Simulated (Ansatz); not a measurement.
in.yaml

```yaml
crystal:
  periodic: [false, false, false]
  atoms:
    - {symbol: B, position_ang: [0.000000, -0.982288, 0.784858]}
    - {symbol: C, position_ang: [0.000000, 0.414947, 1.006104]}
    - {symbol: S, position_ang: [0.000000, 0.060140, -0.724303]}
    - {symbol: H, position_ang: [0.000000, 3.678108, 2.634720]}
basis:
  gaussian: {orbitals: cc-pVDZ}
magnetization: {spin_polarized: true, initial_magnetization: 2}
hamiltonian: {pseudopotentials: {relativity: none}}
correlation: {method: ccsd, electrons: outside_noble_gas, diis_vectors: 1}
scf: {omitted_lower_state_checks: [cluster_reference]}
```

```sh
$ ansatz run in.yaml --threads 1 --pin off --events-out ev --progress --plain --max-ram 2393MiB
```

Log:

```
these checks for a lower state are left out or cut short: cluster_reference
501 factors; integrals over basis functions are off by at most 1.2e-3 eV
mean field evaluation 1: about -12525.5837 eV, gradient 1.2e1 eV
mean field evaluation 2: about -12525.5889 eV, gradient 1.2e1 eV
mean field evaluation 4: about -12527.9368 eV, gradient 3.6e0 eV
mean field evaluation 8: about -12528.2311 eV, gradient 2.6e-1 eV
mean field evaluation 16: about -12528.2456 eV, gradient 4.3e-6 eV
mean field evaluation 32: about -12528.2418 eV, gradient 2.5e0 eV
mean field evaluation 64: about -12526.9950 eV, gradient 6.6e0 eV
mean field evaluation 96: about -12528.1541 eV, gradient 1.7e0 eV
mean field evaluation 128: about -12528.2456 eV, gradient 3.5e-2 eV
mean field evaluation 160: about -12528.2368 eV, gradient 1.4e-1 eV
mean field -12528.52394083 eV, -460.4147626870 hartree, gradient 2.1e-6 eV, S^2 3.043425; 14 other end points of the search recorded, 0 dependent functions left out
7 core orbitals not correlated: weight in the atoms' cores, before any rotation towards them, 1.000 or more for the frozen orbitals, at most 0.000 for the correlated occupied ones
reference -12528.52394083 eV, -460.4147626870 hartree; 8, 6 occupied and 36, 38 virtual orbitals, 501 factors
second order -7.42931190 eV of doubles, -0.00000000 eV of singles
...
cycle  16  -8.22012430 eV  change   -2.3e-4 eV  update   1.2e-4
cycle  17  -8.22011018 eV  change    1.4e-5 eV  update   9.3e-5
cycle  18  -8.22020796 eV  change   -9.8e-5 eV  update   6.9e-5
cycle  19  -8.22021880 eV  change   -1.1e-5 eV  update   5.5e-5
cycle  20  -8.22027806 eV  change   -5.9e-5 eV  update   3.9e-5
cycle  21  -8.22027313 eV  change    4.9e-6 eV  update   3.1e-5
cycle  22  -8.22029547 eV  change   -2.2e-5 eV  update   2.6e-5
cycle  23  -8.22029252 eV  change    3.0e-6 eV  update   2.3e-5
cycle  24  -8.22030840 eV  change   -1.6e-5 eV  update   2.0e-5
cycle  25  -8.22030361 eV  change    4.8e-6 eV  update   1.7e-5
Total energy: -12536.74424444 eV, -460.7168532728 hartree
Checks for a lower state left out: cluster_reference
```

Ran on 1 thread of Arm Neoverse V1, shared host: 4.1 s wall, 0.19 GiB peak host memory.
